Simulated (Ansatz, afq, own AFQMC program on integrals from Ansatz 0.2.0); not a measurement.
## ZrB, sextet: AFQMC among the cluster methods

```xyz
2

Zr    0.0000    0.0000    0.0000
B     0.0000    0.0000    2.1472
```

Basis def2-TZVP with its core potentials. Only valence electrons are correlated. Ansatz 0.2.0 and our own AFQMC program on the same integrals; the CISD trial comes from CCSD amplitudes, and released means the phaseless constraint is let go. Free projection: walkers drawn from exp(T), propagated without any constraint. Its projection time is finite, and what remains of the start isn't in its error. Uncertainties: one standard error, sampling alone. No spin–orbit coupling. The metal's outer-core s and p shells are frozen, which shifts wave-function levels against functionals.

Determinant: UHF, the one that the program's search chose, which needn't be the lowest solution. The geometry is a PBE0/def2-TZVP stationary point of this or a neighbouring charge and spin state.

No full CI on the walks' own integrals is used here; CCSDT(Q) serves as the reference and is uncertain by about the last step of the cluster series.

Cautions: no spin-orbit coupling; outer-core shells of the metal frozen; lower spins were not checked; raised T1 diagnostic (T1 0.041, weight of the determinant 0.87, largest double 0.06); (T) is large, 7 % of the CCSD correlation; the released energies have errors that jump between times, so the bars are unsure, so no released level is given (meV from the phaseless value at times in 1/Eh: -10 ± 10 at 0.24, -105 ± 76 at 0.50, -37.7 ± 2.5 at 1.00, -45 ± 4 at 1.50).

* T1 diagnostic: 0.0407
* weight of the determinant in the CISD state: 0.873
* ⟨S²⟩ of the determinant: 8.760
* size of the correlated space: 7 electrons in 66 orbitals

```
  level  correlation energy (eV)
    MP2                  -3.1362
   CCSD                  -3.6525
CCSD(T)                  -3.8960
```

(1) Estimate where free-projection AFQMC lies against CCSD(T) on the same integrals.

(1) 2.01 ± 0.11 mEh below CCSD(T).

Reference: CCSDT(Q), correlation energy -3.955 eV.

```json
{"level": "CCSD(T)", "E − E(reference) (mEh)": "2.17", "share of correlation (%)": "98.51"}
{"level": "CCSDT", "E − E(reference) (mEh)": "0.73", "share of correlation (%)": "99.49"}
{"level": "ph-AFQMC/HF", "E − E(reference) (mEh)": "13.05 ± 0.80", "share of correlation (%)": "91.02"}
{"level": "ph-AFQMC/CISD", "E − E(reference) (mEh)": "2.97 ± 0.15", "share of correlation (%)": "97.96"}
{"level": "free AFQMC", "E − E(reference) (mEh)": "0.16 ± 0.11", "share of correlation (%)": "99.89"}
```

Free projections are given only where their last times agree within the noise and don't stop above the reference; a slow remainder of the start can still hide under it. A walk keeps the symmetry of its determinant, which the program's search chose and which needn't be the lowest solution, so a lower state of the same spin and another symmetry isn't excluded.
